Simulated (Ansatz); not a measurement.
Results of r²SCAN-D4 (Ansatz, an electronic-structure program, PAW) for antiferromagnetic (type II) rock-salt MnS.

Numerical settings: plane-wave cutoff 560 eV, 10×10×10 k mesh, Fermi–Dirac smearing 0.01 eV, spin-polarised with opposed moments, scalar-relativistic PAW data made under PBE.

Cell (relaxed at this level):

```
CELL_PARAMETERS angstrom
      5.13305     2.55606     2.55606
      2.55606     5.13305     2.55606
      2.55606     2.55606     5.13305
ATOMIC_POSITIONS crystal
  Mn 0.00000 0.00000 0.00000
  Mn 0.50000 0.50000 0.50000
  S  0.25000 0.25000 0.25000
  S  0.75000 0.75000 0.75000
```
Starting moments (μB, in the order of the record's atoms Mn Mn S S): 5.0 -5.0 0.0 0.0.

Problem. Predict the smallest direct gap on the k points sampled, Γ–Γ gap and bulk modulus.

Solution. 
- smallest direct gap on the k points sampled: 2.10 eV
- Γ–Γ gap: 3.47 eV
- bulk modulus: 86.1 GPa

Measured, for comparison: bulk modulus 75 ± 2 GPa (room temperature, no zero-point or thermal correction, our sources range from 72.0 to 88.0; as tabulated in Sweeney, Heinz, compression of alpha-MnS (alabandite), Phys. Chem. Miner. 20 …). Computed (rounded) less measured: bulk modulus not scored (sources differ).

Note: the bulk modulus comes from volumes at which shape and atoms were relaxed.

The result took around 12 core-minutes (rough).
